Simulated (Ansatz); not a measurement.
**Rock-salt MgS: elastic constant C11 by level of theory**

No measured value is used here.

```tsv
level (code)	value (GPa)	cell (Å³/atom)
LDA (Ansatz)	164	16.87
PBE (Ansatz)	139	17.88
r²SCAN (Ansatz)	(withheld)	17.61
LC-ωPBE (Ansatz)	165	17.23
r²SCANh (Ansatz)	(withheld)	17.53
Hartree–Fock (Ansatz)	130	18.45
```

Task: What belongs in the gaps?

Result: 
- r²SCAN (Ansatz, an electronic-structure program), value (GPa): 151
- r²SCANh (Ansatz), value (GPa): 153

Each level is taken at its own relaxed cell. Cutoffs and k meshes differ between the levels. Ansatz's density-functional and Hartree–Fock values are scalar-relativistic unless marked +SOC, with PAW data made under PBE.
